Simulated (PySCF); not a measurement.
PySCF single point, B3LYP/6-31G*, density fitting, IEF-PCM implicit methanol (electrostatics alone), on ethanethiol, C2H6S (SMILES CCS), charge 0, multiplicity 1.

```python
from pyscf import gto, scf, dft
mol = gto.M(atom='''
C     -0.923154    -0.477229    -0.040429
C      0.256015     0.471729     0.040360
S      1.793860    -0.279847    -0.605807
H     -1.826889     0.027143     0.296053
H     -0.759291    -1.350418     0.588621
H     -1.071215    -0.812119    -1.064533
H      0.097949     1.350418    -0.584006
H      0.446600     0.792649     1.064533
H      1.826889    -1.293736     0.256810
''', basis='6-31G*', charge=0, spin=0, verbose=3)
mf = dft.RKS(mol, xc='B3LYP')
mf = mf.density_fit()
mf = mf.PCM()
mf.with_solvent.method = 'IEF-PCM'
mf.with_solvent.eps = 32.66
mf.max_cycle = 100
e = mf.kernel()
print('converged', mf.converged)
print('E_total', e)
print('nao', mol.nao)
print('HOMO', mf.mo_energy[mf.mo_occ > 0].max())
mf.dip_moment()
```

Output:

```

WARN: PCM is an experimental feature. It is still in testing.
Features and APIs may be changed in the future.

converged SCF energy = -478.013909361331
converged True
E_total -478.0139093613312
nao 58
HOMO -0.238398594908257
Dipole moment(X, Y, Z, Debye): -1.81714, -0.07625,  1.50350
```

The total energy is -13007.42 eV, -0.14 eV from the same level's vacuum run.
